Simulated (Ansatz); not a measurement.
Energy needed to pull apart Si₂H₄O (SMILES O[SiH]=[SiH2]), singlet, into free ground-state atoms, from the structure below (at a frame of a short PBE0-D4/def2-SVP trajectory); no zero-point or spin–orbit terms; open-shell atoms are treated unrestricted, in their ground-state multiplicity.

```xyz
7
angstrom
O -1.4638 -0.9852 -0.7301
Si -0.4472 0.3256 -0.5862
Si 1.2694 0.1147 0.8287
H -2.3737 -0.9179 -0.4905
H -1.3841 1.5504 -0.1177
H 2.2752 1.2697 0.5539
H 2.1464 -1.0300 0.7611
```

Program: Ansatz 0.2.0. Basis: def2-TZVPP. Cores are frozen in the correlated methods.

```tsv
method	atomization energy (eV)
PBE-D4	21.91
r2SCAN-D4	21.77
PBE0-D4	21.38
wB97M-V	21.64
HF	?
MP2	21.12
CCSD	?
CCSD(T)	21.11
```

(1) What does HF give? (An estimate is asked for; the value comes from the calculation.)

(2) What does CCSD give? (An estimate is asked for; the value comes from the calculation.)

The T1 diagnostic stays at or below 0.019. The restricted Hartree–Fock reference is unstable towards an unrestricted one here. A large double-excitation amplitude points to some diradical character; no triplet was computed.

Results:

(1) By the calculation: 14.87 eV, which is about 6.24 eV less than CCSD(T)/def2-TZVPP.

(2) The calculation gives: 20.70 eV, which is about 0.41 eV less than CCSD(T)/def2-TZVPP.

In triple zeta the MP2 and coupled-cluster atomization energies are still short of their basis limit by a few kcal/mol a bond, whereas those of the functionals are nearly converged, so these differences are not deviations from converged CCSD(T).

For scale, one of the runs: CCSD(T)/def2-TZVPP forces, 171 basis functions, launched by `ansatz run in.yaml --threads 2 --pin off --events-out ev --progress --plain --max-ram 3481MiB`. Hardware: 2 CPU threads of an Intel Xeon, shared host. Wall time 4.4 min; peak host memory 2.4 GiB.
